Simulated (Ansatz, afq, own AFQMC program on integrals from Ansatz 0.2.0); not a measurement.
# TiCl⁺, quintet in def2-SVP, levels against CCSDT(Q)

```yaml
atoms:
  - { symbol: Ti, position_ang: [0.0000, 0.0000, 0.0000] }
  - { symbol: Cl, position_ang: [0.0000, 0.0000, 3.2806] }
```

Basis def2-SVP. Noble-gas cores (and the filled d shells of Ga–Kr and In–Xe) are frozen. Integrals, coupled cluster, full CI and functionals: Ansatz 0.2.0; the random walks run on the same integrals in our own AFQMC program. ph-AFQMC/CISD is guided by a CISD state made of CCSD amplitudes; releasing the constraint for a short imaginary time cuts its bias at the price of noise, slowly where states lie close. ± is one standard error of the sampling. The metal's outer-core s and p shells are frozen, which shifts wave-function levels against functionals.

Determinant: UHF, the one that the program's search chose, which needn't be the lowest solution. The geometry is a PBE0/def2-TZVP stationary point of this or a neighbouring charge and spin state.

No full CI on the walks' own integrals is used here; CCSDT(Q) serves as the reference and is uncertain by about the last step of the cluster series.

Cautions: no relativity below Rb; outer-core shells of the metal frozen; lower spins were not checked; the released energies have errors that jump between times, so the bars are unsure, so no released level is given (meV from the phaseless value at times in 1/Eh: -52 ± 47 at 0.60, -10 ± 21 at 1.20, -9.8 ± 1.9 at 2.00, -17 ± 10 at 3.00, 176 ± 255 at 4.20), though the last usable value meets CCSDT(Q) within the noise; the ph-AFQMC/CISD walk drifts between its halves (2.3 errors); CCSDT(Q) on the ROHF determinant differs (68 meV higher), by its state or its frozen core.

```
T1 diagnostic                               : 0.0296
weight of the determinant in the CISD state : 0.927
⟨S²⟩ of the determinant                     : 6.008
size of the correlated space                : 10 electrons in 35 orbitals
```

Reference: CCSDT(Q), correlation energy -3.782 eV.

| level | E − E(reference) (meV) | share of correlation (%) |
| --- | --- | --- |
| HF | 3781.7 | 0.00 |
| MP2 | 585.3 | 84.52 |
| CCSD | 52.0 | 98.63 |
| CCSD(T) | 13.5 | 99.64 |
| CCSDT | 3.8 | 99.90 |
| ph-AFQMC/CISD | 11.0 ± 1.3 | 99.71 |
